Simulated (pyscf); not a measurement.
Atom transfer: H₂N–SiH(NH₂)–Cl (SMILES N[SiH](N)Cl) + H• (SMILES [H]) → H₂N–SiH•–NH₂ (SMILES N[SiH]N) + HCl (SMILES Cl)

Gas phase, doublet surface, charge 0. Bonds broken: Si1–Cl2. Bonds formed: Cl2–H10. Structures and frequencies: ωB97X-D3(BJ)/def2-SVP in PySCF.

Transition state (Å):

```xyz
10

Si    -0.7131    -0.4154    -0.2154
Cl    -0.9238     0.4165     2.1095
N      0.7023    -0.0759    -1.1354
N     -2.0309     0.4310    -0.9196
H     -0.7781    -1.9084    -0.1146
H      0.9475     0.8829    -1.3608
H      1.5234    -0.6672    -1.0601
H     -2.2470     0.3984    -1.9101
H     -2.8009     0.7634    -0.3520
H     -1.1796     0.9510     3.4522
```

One imaginary mode, 584i cm⁻¹; descent along it reached the two sides named, in the forms told below.

```tsv
bond	change	reactant side (Å)	saddle	product side
Si1–Cl2	breaks	2.086	2.478	3.8
Cl2–H10	forms	3.6	1.468	1.323
```

Electronic energies relative to the separated reactants (kJ/mol):

```
level                   barrier  reaction energy  reverse barrier
----------------------  -------  ---------------  ---------------
ωB97X-D3(BJ)/def2-TZVP    112.9            +69.3             43.6
PBE/def2-TZVP              59.2            +41.4             17.8
r²SCAN/def2-TZVP           70.4            +48.2             22.2
B3LYP-D3(BJ)/def2-TZVP     73.6            +43.6             30.0
PBE0-D3(BJ)/def2-TZVP      83.1            +55.2             27.9
M06-2X/def2-TZVP          105.1            +59.2             45.8
ωB97M-D3(BJ)/def2-TZVP    106.7            +62.1             44.6
HF/def2-TZVP              174.4            +71.0            103.4
```

With ωB97M-D3(BJ)/def2-TZVP energies and thermal terms (ideal gas, 1 atm, RRHO with modes under 100 cm⁻¹ raised to 100, one conformer, R ln 2 for chiral ones without a mode under 150 cm⁻¹), in kJ/mol:

| T (K) | ΔH‡ | ΔG‡ | ΔH | ΔG |
|---|---|---|---|---|
| 298 | 106.7 | 134.2 | +70.0 | +55.4 |
| 600 | 104.7 | 162.8 | +66.8 | +41.8 |
| 900 | 103.2 | 192.2 | +62.9 | +30.1 |
| 1200 | 101.8 | 222.1 | +59.2 | +19.7 |

On the product side the descent ends in a complex (not fully relaxed), 27.2 kJ/mol under the separated species and 70.7 kJ/mol under the saddle at ωB97X-D3(BJ)/def2-TZVP. The same reactants have a lower exit, to H₂N–Si•(NH₂)–Cl + H₂ (barrier +20.4 kJ/mol at ωB97M-D3(BJ)/def2-TZVP, against +106.7 kJ/mol here). This is the saddle that the search found; another between the same sides may lie lower. The angle at the transferred Cl is 174°.
